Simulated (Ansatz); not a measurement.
Results of PBEsol+SOC (Ansatz, a quantum-chemistry and plane-wave program, PAW) for rutile PbO2.

Input file:

Ansatz 0.2 input:
```yaml
crystal:
  lattice:
    - [4.9952810905, 0.0, 0.0]
    - [0.0, 4.9952810905, 0.0]
    - [0.0, 0.0, 3.4065779102]
  atoms:
    - { symbol: Pb, position: [0.0, 0.0, 0.0] }
    - { symbol: Pb, position: [0.5, 0.5, 0.5] }
    - { symbol: O, position: [0.3076925173, 0.3076925173, 0.0] }
    - { symbol: O, position: [0.8076925173, 0.1923074827, 0.5] }
    - { symbol: O, position: [0.1923074827, 0.8076925173, 0.5] }
    - { symbol: O, position: [0.6923074827, 0.6923074827, 0.0] }
basis:
  ecutwfc: 520
  ecutrho_ratio: 4
  xc_grid: 2
kpoints:
  mp_grid: { grid: [12, 12, 16] }
hamiltonian:
  xc: pbesol
  dispersion: none
  pseudopotentials: { kind: paw }
scf:
  occupations: { method: fermi_dirac, width: 0.05 }
  convergence: { dr2_threshold: 0.0000000006 }
output:
  forces: true
  stress: true
  eigenvalues: true
magnetization:
  noncollinear: true
  spin_orbit: true
```

Excerpt of the program's output:

```
Crystal: 6 atoms, lattice volume = 85.004 Å³
Basis set: ecut = 520 eV, 2281 PW (Γ), exchange–correlation on 80×80×54 points (8 copies of the dense FFT grid, shifted against one another)
Bands: 64, of which v1, the nominal top of the filled ones, is band 52 counted from 1 (51 counted from 0)
Symmetry: 16 space group operations + 16 with time reversal
k-points: 252 of 2304
Initial density: superposition of atomic densities (chi_scale 0.1, normalization cell, long waves kept (reshape's long-wave potential 0.00 eV rms))
Functional: x = pbesol(κ = 0.804, μ = 0.12345679012345678), c = pbesol(β = 0.046)
spin=Noncollinear: Kerker preconditioning applied to the charge; magnetization (m_x, m_y, m_z) channels mix plain (no charge-response kernel on spin).
SCF 1 converged in 12 iterations: F = -25823.431508 eV  dr2 = 4.54e-11
SCF converged after 12 iterations
Free energy (F): -25823.431508 eV
Internal energy: -25823.427717 eV  (E = F + TS)
E sigma→0 (E₀):  -25823.429612 eV
Fermi energy:    7.779233 eV
--- Forces (eV/Å), atoms counted from 1 ---
  atom   1  Pb     0.00000000    -0.00000000     0.00000000
  atom   2  Pb    -0.00000000     0.00000000    -0.00000000
  atom   3  O     -0.00011559    -0.00011559    -0.00000000
  atom   4  O     -0.00011559     0.00011559     0.00000000
  atom   5  O      0.00011559    -0.00011559    -0.00000000
  atom   6  O      0.00011559     0.00011559     0.00000000
--- Stress (GPa, compression-positive) ---
        0.001176       0.000000       0.000000
        0.000000       0.001176       0.000000
        0.000000       0.000000      -0.002492
  P = ⅓ Tr σ = -0.0000 GPa (-0.000 kbar)
```

The PAW data were made under PBE.

The result took about 4 core-minutes (a rough figure).
